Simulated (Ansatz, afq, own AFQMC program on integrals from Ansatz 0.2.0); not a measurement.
## AlH₄, doublet in cc-pVTZ, levels against CCSDT(Q)

```xyz
5

Al   -0.0900    0.0000    0.0000
H    -0.8829    1.3734    0.0000
H    -0.8829   -1.3734    0.0000
H     1.6270    0.0000    0.0000
H     2.5480    0.0000    0.0000
```

Basis cc-pVTZ. Only valence electrons are correlated. Ansatz 0.2.0 and our own AFQMC program on the same integrals; the CISD trial comes from CCSD amplitudes, and released means the phaseless constraint is let go. ± is one standard error of the sampling.

Determinant: UHF, the one that the program's search chose, which needn't be the lowest solution. The geometry is a point of a scan.

No full CI on the walks' own integrals is used here; CCSDT(Q) serves as the reference and is uncertain by about the last step of the cluster series.

```
T1 diagnostic                               : 0.0167
weight of the determinant in the CISD state : 0.918
⟨S²⟩ of the determinant                     : 0.774
size of the correlated space                : 7 electrons in 85 orbitals
```

Reference: CCSDT(Q), correlation energy -3.756 eV. The released energy is read at 2.40 1/Eh (meV from the phaseless value at times in 1/Eh: -1.5 ± 1.5 at 0.24, -1.5 ± 1.6 at 0.51, -0.6 ± 1.6 at 0.99, 2.0 ± 1.1 at 1.62, 0.5 ± 1.7 at 2.40).

```tsv
level	E − E(reference) (kcal/mol)	share of correlation (%)
HF	86.61	0.00
MP2	19.58	77.40
CCSD	2.01	97.68
CCSD(T)	0.48	99.45
CCSDT	0.04	99.95
ph-AFQMC/CISD	-0.01 ± 0.04	100.01
released AFQMC	0.00 ± 0.04	100.00
```

A walk keeps the symmetry of its determinant, which the program's search chose and which needn't be the lowest solution, so a lower state of the same spin and another symmetry isn't excluded. Released energies are given only where the last usable release times agree within the noise; a slower fall can still hide under it.
